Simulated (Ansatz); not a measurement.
Compare A (`CCC(O)F`) with its isomer B (`CC(O)CF`).

Gas-phase electronic energies from Ansatz, PBE0-D4/def2-TZVP geometries. CCSD(T)/CBS is the MP2 limit (def2-TZVPP, def2-QZVPP) plus CCSD(T) − MP2 in def2-TZVPP, frozen cores. Functionals use def2-TZVPP. B3LYP here is the variant with VWN-RPA as its local correlation; programs differ in this. One conformer a species, not always the lowest.

Which isomer does CCSD(T)/CBS put lower? Give the gap. (Estimate.)

Computed: A, by 32.1 kJ/mol.

Give E(B) − E(A) in kJ/mol with MP2/def2-TZVPP, LDA (SPW92), HF/def2-TZVPP, B3LYP, BLYP-D4, r2SCAN-D4, CCSD(T)/def2-TZVPP. (Estimate.)

The calculation gave: MP2/def2-TZVPP 34.5, LDA (SPW92) 36.4, HF/def2-TZVPP 34.0, B3LYP 33.1, BLYP-D4 31.8, r2SCAN-D4 35.5, CCSD(T)/def2-TZVPP 33.2. None reverses the order clearly.

Does the order hold for the free energy at 298.15 K (harmonic terms from PBE0-D4)? (Best estimate.)

Ansatz gave: Yes: G(B) − G(A) = +32.1 kJ/mol, for one conformer each.

Largest T1 diagnostic: 0.010.

Leaving LDA and LC-ωPBE aside and taking each functional with its dispersion term where it has one, the values, not all of them listed here, spread over 4.1 kJ/mol, from BLYP-D4 to r2SCAN0-D4. At CCSD(T), def2-SVP lies +6.8 kJ/mol from the extrapolated value and def2-TZVPP +1.1 kJ/mol.
